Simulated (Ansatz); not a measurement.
**SiH₅ (doublet): the correlation ladder at distance H1–H2 along a hydrogen transfer = 0.837 Å, 6-31G**

How much of the correlation energy of SiH₅ (doublet) does each wave-function method recover here?

Computed with Ansatz 0.2.0, Gaussian basis. Level: 6-31G, core rule «outside noble gas», up to 5 orbitals frozen.

Plan: UHF; CCSD(T) on ROHF; CCSD(T) on UHF; BCCD(T) on ROHF; CISD; CCSDT(Q) on ROHF; CCSDT(Q) on UHF; CCSDTQ on ROHF; CASSCF and MRCISD+Q, 3 electrons in 3 orbitals; CASSCF and NEVPT2, 3 electrons in 3 orbitals; CASSCF and MRCISD+Q, 9 electrons in 9 orbitals; CASSCF and NEVPT2, 9 electrons in 9 orbitals; Full CI.

5 further runs of the same task are left out: 2 that didn't finish, 3 set aside as unsound or not needed.

## 1. The system

The geometry derives from fragments relaxed apart (PBE0/def2-TZVP) and kept rigid, so it is no stationary point. A hydrogen atom is moved between rigid fragments.

6 atoms, charge 0, spin multiplicity 2.

Atoms are counted from 1 here; the program's logs count them from 0.

Bond lengths: H1–H2 0.837 Å, Si3–H4 1.486 Å, Si3–H5 1.486 Å, Si3–H6 1.486 Å. Angles: H4–Si3–H5 111.3°, H4–Si3–H6 111.3°, H5–Si3–H6 111.3°.

## 2. UHF

File in.yaml:

```yaml
crystal:
  periodic: [false, false, false]
  atoms:
    - {symbol: H, position_ang: [-2.726199, 0.000000, -0.000001]}
    - {symbol: H, position_ang: [-1.889199, 0.000000, -0.000001]}
    - {symbol: Si, position_ang: [0.105801, 0.000000, 0.000000]}
    - {symbol: H, position_ang: [0.555775, -1.416253, 0.000000]}
    - {symbol: H, position_ang: [0.555776, 0.708126, -1.226511]}
    - {symbol: H, position_ang: [0.555774, 0.708127, 1.226511]}
basis:
  gaussian: {orbitals: 6-31G}
magnetization: {spin_polarized: true, initial_magnetization: 1}
hamiltonian: {xc: hf}
output: {orbitals: {seedname: orbitals}}
```

Launch:

```sh
$ ansatz run in.yaml --threads 1 --pin off --events-out ev --progress --plain --max-ram 2393MiB
```

Further steps of the session: CCSD(T) on ROHF; CCSD(T) on UHF; BCCD(T) on ROHF; CISD; CCSDT(Q) on ROHF; CCSDT(Q) on UHF; CCSDTQ on ROHF; CASSCF and MRCISD+Q, 3 electrons in 3 orbitals; CASSCF and NEVPT2, 3 electrons in 3 orbitals; CASSCF and MRCISD+Q, 9 electrons in 9 orbitals; CASSCF and NEVPT2, 9 electrons in 9 orbitals; Full CI.

Before running them: what should the planned runs give, taken together? Wanted: FCI below the RHF energy; RMP2 from FCI; UMP2 from FCI; RCCSD from FCI; RCCSD(T) from FCI; UCCSD(T) from FCI; RCCSDT(Q) from FCI; UCCSDT(Q) from FCI; NEVPT2 pair from FCI.

The runs gave:

```
                         quantity                                                                                                                       value
         FCI below the RHF energy                                                                                                                  -2.7481 eV
                    RMP2 from FCI                                                                                                                  +817.7 meV
                    UMP2 from FCI                                                                                                                  +801.2 meV
                   RCCSD from FCI                                                                                                                   +37.0 meV
                RCCSD(T) from FCI                                                                                                                   +11.2 meV
                UCCSD(T) from FCI                                                                                                                   +11.5 meV
               RCCSDT(Q) from FCI                                                                                                                    +0.3 meV
               UCCSDT(Q) from FCI                                                                                                                    +0.2 meV
             NEVPT2 pair from FCI                                                                                                                  +635.6 meV
          NEVPT2 valence from FCI                                                                                                                  +223.3 meV
        MRCISD+Q valence from FCI                                                                                                                   +13.5 meV
levels within 1 kcal/mol (43 meV)  RCCSD, UCCSD, RCCSD(T), UCCSD(T), BCCD(T), RCCSDT, UCCSDT, RCCSDT(Q), UCCSDT(Q), RCCSDTQ, MRCISD valence, MRCISD+Q valence
                    T1 diagnostic                                                                                                                       0.018
   effectively unpaired electrons                                                                                                                        1.03
```

What this shows: RCCSD(T) lands +11.2 meV from the yardstick (0.4 % of the correlation energy). One determinant dominates. Of the multireference levels listed MRCISD+Q valence comes nearest in total energy (+13.5 meV), which doesn't show that its space is the better one. These misses are within one basis, not against nature; the frozen cores of restricted and unrestricted runs differ, which can shift their rows.
